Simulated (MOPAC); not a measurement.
MOPAC input (PM6):

```
PM6 1SCF GEO-OK AUX(PRECISION=9) THREADS=1
CHN

C    -0.00000000 1   -0.00000000 1   -0.49689011 1
N     0.00000000 1    0.00000000 1    0.64927938 1
H    -0.00000000 1   -0.00000000 1   -1.56361504 1
```

Output:

```
 *******************************************************************************
 **                                                                           **
 **                              MOPAC v23.2.5                                **
 **                                                                           **
 *******************************************************************************
 ** MOPAC's Digital Object Identifier: https://doi.org/10.5281/zenodo.6511958 **
 **                                                                           **
 ** Please cite the open-source release paper for use of this MOPAC version:  **
 ** J. E. Moussa and J. J. P. Stewart (2026)                                  **
 ** MOPAC: An open-source semiempirical molecular orbital program             **
 ** J. Open Source Softw., 11(119), 8025, https://doi.org/10.21105/joss.08025 **
 *******************************************************************************

                              PM6 CALCULATION RESULTS

 *******************************************************************************
 *  PM6        - The PM6 Hamiltonian to be used
 *  GEO-OK     - OVERRIDE INTERATOMIC DISTANCE AND OTHER SAFETY CHECKS
 *  1SCF       - DO 1 SCF AND THEN STOP
 *  AUX        - OUTPUT AUXILIARY INFORMATION
 *******************************************************************************
PM6 1SCF GEO-OK AUX(PRECISION=9) THREADS=1
 CHN

   ATOM   CHEMICAL          X               Y               Z
  NUMBER   SYMBOL      (ANGSTROMS)     (ANGSTROMS)     (ANGSTROMS)

     1       C         -0.00000000  *  -0.00000000  *  -0.49689011  *
     2       N          0.00000000  *   0.00000000  *   0.64927938  *
     3       H         -0.00000000  *  -0.00000000  *  -1.56361504  *

          CARTESIAN COORDINATES

    NO.       ATOM           X           Y           Z

     1         C         -0.0000     -0.0000     -0.4969
     2         N          0.0000      0.0000      0.6493
     3         H         -0.0000     -0.0000     -1.5636

 General Reference for PM6:
 "Optimization of Parameters for Semiempirical Methods V: Modification of NDDO Approximations
 and Application to 70 Elements", J. J. P. Stewart, J. Mol. Mod., 13, 1173-1213 (2007)
 URL: https://link.springer.com/article/10.1007/s00894-007-0233-4

           Empirical Formula: C H N  =     3 atoms

      MOLECULAR POINT GROUP   :   C*v

      RHF CALCULATION, NO. OF DOUBLY OCCUPIED LEVELS = 5

 -------------------------------------------------------------------------------
 PM6 1SCF GEO-OK AUX(PRECISION=9) THREADS=1
 CHN

     1SCF WAS SPECIFIED, SO BFGS WAS NOT USED
     SCF FIELD WAS ACHIEVED

                              PM6 CALCULATION
                                                       MOPAC v23.2.5 Linux

          FINAL HEAT OF FORMATION =         33.35555 KCAL/MOL =     139.55961 KJ/MOL

          COSMO AREA              =         61.01 SQUARE ANGSTROMS
          COSMO VOLUME            =         43.31 CUBIC ANGSTROMS

          IONIZATION POTENTIAL    =         13.084660 EV
          HOMO LUMO ENERGIES (EV) =        -13.085  1.045
          NO. OF FILLED LEVELS    =          5
          MOLECULAR WEIGHT        =         27.0256         POINT GROUP:  C*v

          MOLECULAR DIMENSIONS (Angstroms)

            Atom       Atom       Distance
            H     3    N     2     2.21289
            H     3    N     2     0.00000
            C     1    N     2     0.00000

          SCF CALCULATIONS        =          1

   ATOM   CHEMICAL          X               Y               Z
  NUMBER   SYMBOL      (ANGSTROMS)     (ANGSTROMS)     (ANGSTROMS)

     1       C         -0.00000000  *  -0.00000000  *  -0.49689011  *
     2       N          0.00000000  *   0.00000000  *   0.64927938  *
     3       H         -0.00000000  *  -0.00000000  *  -1.56361504  *

                             CARTESIAN COORDINATES

   1    C       -0.000000000    -0.000000000    -0.496890110
   2    N        0.000000000     0.000000000     0.649279380
   3    H       -0.000000000    -0.000000000    -1.563615040

           Empirical Formula: C H N  =     3 atoms

      MOLECULAR POINT GROUP   :   C*v

                  EIGENVALUES
 -31.99348 -20.52973 -14.16538 -14.16538 -13.08466   1.04490   1.04490   4.09249
   5.50087

              NET ATOMIC CHARGES AND DIPOLE CONTRIBUTIONS

  ATOM NO.   TYPE          CHARGE      No. of ELECS.   s-Pop       p-Pop
    1          C          -0.068756        4.0688     1.16507     2.90368
    2          N          -0.151846        5.1518     1.80217     3.34968
    3          H           0.220602        0.7794     0.77940
 DIPOLE           X         Y         Z       TOTAL
 POINT-CHG.     0.000     0.000    -1.966     1.966
 HYBRID        -0.000     0.000    -0.696     0.696
 SUM           -0.000     0.000    -2.663     2.663

          ATOMIC ORBITAL ELECTRON POPULATIONS

     Atom    s        px        py        pz
    1  C   1.16507   0.94201   0.94201   1.01966
    2  N   1.80217   1.05799   1.05799   1.23370
    3  H   0.77940

 **********************
 *                    *
 * JOB ENDED NORMALLY *
 *                    *
 **********************

 == MOPAC DONE ==
```

The geometry given is a B3LYP-D3(BJ)/def2-TZVP minimum.
